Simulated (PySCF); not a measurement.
Molecule: SMILES CC(C)(C)C=S, C5H10S.

Geometry (Å), atoms numbered from 1 in this order:
```xyz
16

C     0.0313   -1.5022    0.1553
C     0.0406    0.0292    0.0221
C    -0.8109    0.4390   -1.1912
C     1.4665    0.5403   -0.1350
C    -0.6476    0.5824    1.2437
S    -0.0699    1.6308    2.3277
H     0.6220   -1.8270    1.0252
H    -0.9923   -1.8924    0.2697
H     0.4684   -1.9596   -0.7461
H    -0.8352    1.5334   -1.3045
H    -0.3843    0.0077   -2.1103
H    -1.8479    0.0797   -1.0988
H     2.0857    0.2590    0.7294
H     1.4882    1.6375   -0.2067
H     1.9211    0.1188   -1.0446
H    -1.6751    0.1939    1.3666
```

Geometry PBE0-D3(BJ)/def2-SVP throughout; GIAO in PySCF, gas phase, one conformer, non-relativistic; equivalent atoms averaged; functional PBE0.

For orientation, 6-311+G(2d,p) gives these absolute shieldings σ: C5 -84.2, C2 133.7, C1/C3/C4 159.2, S6 -474.6, H16 19.91, H7/H8/H9/H10/H11/H12/H13/H14/H15 30.37 ppm.

A run gave: C5 49.2, C2 190.4, C1/C3/C4 208.6, S6 -565.7, H16 21.91, H7/H8/H9/H10/H11/H12/H13/H14/H15 31.52 ppm (absolute shieldings σ).

Which basis set was used in that run?
A. def2-SVP
B. STO-3G
C. pcSseg-1
D. def2-TZVP

Answers

B. C5 tells them apart best: STO-3G gives 49.2, def2-TZVP gives -87.1, pcSseg-1 gives -91.9, def2-SVP gives -68.2 ppm.
